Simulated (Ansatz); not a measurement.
**AlH5NP: up Jacob's ladder to CCSD(T)**

One table from this session's results is given with a row withheld; the runs are named, their logs left out.

Computed with Ansatz 0.2.0, Gaussian basis. Level: functionals in def2-TZVPP, the program's frozen cores in correlated methods.

The runs, in order: LDA (SPW92), PBE-D4, revPBE-D4, BLYP-D4, r2SCAN-D4, B97M-V, PBE0-D4, B3LYP-D4, r2SCANh-D4, r2SCAN0-D4, HSE06-D4, BHLYP-D4, CAM-B3LYP-D4, LC-ωPBE, ωB97X-V, ωB97M-V, B2PLYP, PBE-QIDH; CCSD(T)/def2-SVP; CCSD(T)/def2-TZVPP; MP2/def2-QZVPP; extrapolation to the limit; RPA on PBE.

1 further run of the same task is left out (it didn't finish).

## The relaxed structure

An earlier PBE0-D4 in a triple-zeta def2 set relaxation fixed the geometry.

SMILES `N[PH][AlH2]`, 8 atoms, charge 0, spin multiplicity 1.

Atoms are counted from 1 here; the program's logs count them from 0.

Bond lengths: N1–P2 1.710 Å, N1–H4 1.008 Å, N1–H5 1.007 Å, P2–Al3 2.315 Å, P2–H6 1.432 Å, Al3–H7 1.588 Å, Al3–H8 1.587 Å. Angles: P2–N1–H4 114.2°, P2–N1–H5 119.7°, H4–N1–H5 111.1°, N1–P2–Al3 105.5°, N1–P2–H6 106.6°, Al3–P2–H6 96.5°, P2–Al3–H7 116.5°, P2–Al3–H8 121.6°, H7–Al3–H8 121.7°.

The first run:

in.yaml

```yaml
crystal:
  periodic: [false, false, false]
  atoms:
    - {symbol: N, position_ang: [-1.416614, 0.411980, -0.638647]}
    - {symbol: P, position_ang: [-0.421636, 0.569564, 0.743316]}
    - {symbol: Al, position_ang: [1.242160, -1.020539, 0.493617]}
    - {symbol: H, position_ang: [-2.287146, 0.916824, -0.581285]}
    - {symbol: H, position_ang: [-1.011738, 0.490681, -1.557611]}
    - {symbol: H, position_ang: [0.410961, 1.712325, 0.519013]}
    - {symbol: H, position_ang: [2.521720, -0.857939, 1.419834]}
    - {symbol: H, position_ang: [1.054393, -2.280098, -0.454036]}
basis:
  gaussian: {orbitals: def2-TZVPP}
hamiltonian: {xc: lda}
output: {orbitals: {seedname: orbitals}}
```

The run is started by

```
$ ansatz run in.yaml --threads 2 --pin off --events-out ev --progress --plain --max-ram 4352MiB
```

Among the steps run: LDA; PBE-D4 (GGA); revPBE-D4 (GGA); BLYP-D4 (GGA); r2SCAN-D4 (meta-GGA); B97M-V (meta-GGA); PBE0-D4 (hybrid); B3LYP-D4 (hybrid); r2SCANh-D4 (hybrid); r2SCAN0-D4 (hybrid); HSE06-D4 (hybrid); BHLYP-D4 (hybrid); CAM-B3LYP-D4 (range-separated); LC-ωPBE (range-separated); ωB97X-V (range-separated); ωB97M-V (range-separated); B2PLYP (double hybrid); PBE-QIDH (double hybrid).

One of the session's tables, all rows but one given; the rest of the session is left out.

It belongs to the step «Orbital energies across the functionals». 

```
  functional  HOMO (eV)  LUMO (eV)  gap (eV)
 LDA (SPW92)      -5.71      -2.57      3.14
      PBE-D4      -5.60      -2.36      3.24
   revPBE-D4      -5.55      -2.26      3.30
     BLYP-D4      -5.44      -2.23      3.20
   r2SCAN-D4      -5.80      -2.08      3.72
      B97M-V      -5.90      -2.26      3.63
     PBE0-D4      -6.64      -1.62      5.02
    B3LYP-D4      -6.43      -1.82      4.61
  r2SCANh-D4          ?          ?         ?
  r2SCAN0-D4      -6.77      -1.46      5.30
    HSE06-D4      -6.24      -1.99      4.25
    BHLYP-D4      -7.54      -0.87      6.68
CAM-B3LYP-D4      -7.87      -0.70      7.17
     LC-ωPBE      -9.20       0.35      9.55
     ωB97X-V      -8.86       0.25      9.11
     ωB97M-V      -8.68      -0.01      8.68
```

**Question.** Estimate the row for r2SCANh-D4.

Worked estimate for «HOMO (eV)». Against the share of exact exchange, r2SCAN-D4 (0, -5.80), r2SCAN0-D4 (0.25, -6.77) give a slope of -3.88 per unit share; at 0.1 the line stands at -6.19.

The run gave: HOMO (eV): -6.19; LUMO (eV): -1.83; gap (eV): 4.35. In «HOMO (eV)» the line misses by 0.00.
